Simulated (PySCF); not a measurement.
Electron affinity of B by level of theory

B⁻ [He] 2s2 2p2 (3P) → B [He] 2s2 2p1 (2P), as a difference of total energies. All numbers are calculated (PySCF 2.14, no relativity, point nucleus, in dyall-acv3z (15s9p4d2f, 76 functions)). Correlated levels: valence: 1s2 frozen; virtual orbitals above 40 to 60 times the deepest correlated orbital energy dropped. The calculations carry no spin-orbit coupling.

| method | electron affinity (eV) |
| --- | --- |
| UHF | -0.304 |
| MP2 (valence) | 0.209 |
| SCS-MP2 (valence) | 0.060 |
| CCSD (valence) | 0.170 |
| CCSD(T) (valence) | 0.236 |

Errors of the correlated levels include the incompleteness of this basis and the frozen core.

A negative affinity means that the anion lies above the atom at that level of theory.

For comparison: 0.280 eV (measured; photodetachment measurements, as compiled on the Wikipedia data page of electron affinities).
